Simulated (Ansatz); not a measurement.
Input for Ansatz (a program for electronic structure): U-CAM-B3LYP/def2-TZVPPD on NH2 (SMILES [NH2]), 2S+1 = 2. Files ending in .json are basis or fitting sets from the Basis Set Exchange.

Ansatz 0.2 input:
```yaml
crystal:
  periodic: [false, false, false]
  atoms:
    - {symbol: N, position_ang: [0.00000000, 0.00000000, -0.08007491]}
    - {symbol: H, position_ang: [0.00000000, -0.80231373, 0.55629442]}
    - {symbol: H, position_ang: [0.00000000, 0.80231373, 0.55629442]}
basis:
  gaussian:
    orbitals: def2-TZVPPD.json
hamiltonian:
  xc: {name: CAM-B3LYP}
magnetization: {spin_polarized: true, initial_magnetization: 1}
```

Give the final energy of this run.

-55.8787 hartree.
